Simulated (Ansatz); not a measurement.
Input file:

```yaml
crystal:
  periodic: [false, false, false]
  atoms:
    - {symbol: B, position_ang: [0.000000, -0.280393, 0.767169]}
    - {symbol: Be, position_ang: [0.000000, 0.250640, -1.074202]}
    - {symbol: H, position_ang: [0.000000, 0.766426, 1.376115]}
basis:
  gaussian: {orbitals: def2-mTZVP}
magnetization: {spin_polarized: true, initial_magnetization: 0}
correlation: {method: bccd, electrons: all}
output: {forces: true}
```

```sh
$ ansatz run in.yaml --threads 1 --pin off --events-out ev --progress --plain --max-ram 2393MiB
```

Log:

```
356 factors; integrals over basis functions are off by at most 9.7e-4 eV
mean field evaluation 1: about -1079.5999 eV, gradient 6.1e0 eV
mean field evaluation 2: about -1079.5992 eV, gradient 6.1e0 eV
mean field evaluation 4: about -1080.1989 eV, gradient 9.6e-1 eV
mean field evaluation 8: about -1080.2277 eV, gradient 1.4e-3 eV
mean field evaluation 16: about -1080.3358 eV, gradient 7.1e-1 eV
mean field evaluation 32: about -1079.5999 eV, gradient 6.1e0 eV
mean field evaluation 64: about -1081.6183 eV, gradient 6.8e-4 eV
mean field evaluation 96: about -1080.5776 eV, gradient 3.4e0 eV
mean field evaluation 128: about -1080.3487 eV, gradient 2.5e-1 eV
mean field evaluation 160: about -1080.0253 eV, gradient 6.2e-4 eV
...
cycle  15  -3.25163182 eV  change    4.1e-5 eV  update   2.5e-5
cycle  16  -3.25159862 eV  change    3.3e-5 eV  update   1.3e-5
cycle  17  -3.25158930 eV  change    9.3e-6 eV  update   5.8e-6
cycle  18  -3.25158945 eV  change   -1.5e-7 eV  update   3.0e-6
cycle  19  -3.25158875 eV  change    7.0e-7 eV  update   1.8e-6
cycle  20  -3.25158858 eV  change    1.7e-7 eV  update   1.3e-6
cycle  21  -3.25158866 eV  change   -7.7e-8 eV  update   1.1e-6
cycle  22  -3.25158855 eV  change    1.1e-7 eV  update   8.0e-7
cycle  23  -3.25158784 eV  change    7.1e-7 eV  update   5.8e-7
cycle  24  -3.25158794 eV  change   -1.1e-7 eV  update   3.7e-7
the calculation of the forces begins
Total energy: -1084.86991764 eV, -39.8682341221 hartree
Atom 0 at     0.000000    -0.280393     0.767169 Å, force     0.000000     0.470631    -0.134231 eV/Å
Atom 1 at     0.000000     0.250640    -1.074202 Å, force    -0.000000    -0.246198    -0.341534 eV/Å
Atom 2 at     0.000000     0.766426     1.376115 Å, force    -0.000000    -0.224433     0.475765 eV/Å
Dipole moment:    -0.000000     0.043420    -0.088608 e Å
```

Forces (eV/Å):
```
B    0.000  0.471 -0.134
Be   0.000 -0.246 -0.342
H    0.000 -0.224  0.476
```

Ran on 1 thread of Arm Neoverse V1, shared host: 4.1 s wall, 0.13 GiB peak host memory.
